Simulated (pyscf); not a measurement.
H₃C–C•=CH–Cl → H₃C–CH=C•–Cl, a hydrogen shift (doublet surface; C–H broken, C–H formed). Single points on ωB97X-D3(BJ)/def2-SVP structures (PySCF, gas phase). Correlated levels are frozen-core, on RHF or UHF. ΔMP2 is the change of the MP2 total energy from the triple- to the quadruple-zeta basis. Energies in kJ/mol from the reactant's lowest minimum found.

Small-basis levels: PySCF, no dispersion term, spherical d functions. Open shells are spin-unrestricted. 

Question: Quick B3LYP/LANL2DZ single points give ΔE‡ = 222.1 kJ/mol and ΔE = +25.4 kJ/mol. What does CCSD(T)/def2-TZVPP + ΔMP2(QZVPP) give, and how far is the quick result from it?

Answer: CCSD(T)/def2-TZVPP + ΔMP2(QZVPP) gives ΔE‡ = 202.5 kJ/mol and ΔE = +3.2 kJ/mol. B3LYP/LANL2DZ lies 19.6 kJ/mol over it in the barrier and 22.2 kJ/mol over it in the reaction energy, so on this step it does not hold to within 12.6 kJ/mol. CCSD(T)/def2-TZVPP + ΔMP2(QZVPP) has limits of its own. The same reactants have a lower exit, to HC≡C–CH₃ + Cl• (no saddle counted: cutting one bond, which may have a small barrier of its own, costs +91.7 kJ/mol at ωB97M-D3(BJ)/def2-TZVP, against +204.5 kJ/mol here). H₃C–C•=CH–Cl lies 88.9 kJ/mol over its isomer •H₂C–CH=CH–Cl (electronic energy, ωB97M-D3(BJ)/def2-TZVP). H₃C–CH=C•–Cl lies 94.8 kJ/mol over its isomer •H₂C–CH=CH–Cl (electronic energy, ωB97M-D3(BJ)/def2-TZVP). One saddle was located; it need not be the lowest between these sides. The CCSD(T) − MP2 part came from Ansatz, without density fitting, on the same reference. A UHF reference is spin-contaminated (<S²> up to 0.97), which harms MP2 most.
